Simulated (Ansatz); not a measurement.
SiH2 (SMILES [SiH2]) moved off its minimum; all values from Ansatz (a program for electronic structure), cores frozen in correlated methods.
(charge 0, multiplicity 1)
```xyz
3

Si    -0.00851     0.04735     0.10350
H     -0.06041    -1.13006    -1.03789
H     -0.06389     1.08597    -0.86929
```

Task: Give the forces (eV/Å), the total energy and the dipole at CCSD(T)/aug-cc-pV(T+d)Z.

Result: 
```tsv
atom	Fx	Fy	Fz
Si1	0.028	-2.309	0.291
H2	0.043	1.030	0.955
H3	-0.071	1.279	-1.247
```
Energy -290.1681 hartree, dipole 0.39 D.

Doubts at one or more of the structures used: a restricted determinant that unrestricted orbitals would lower (CCSD(T)/aug-cc-pV(T+d)Z).
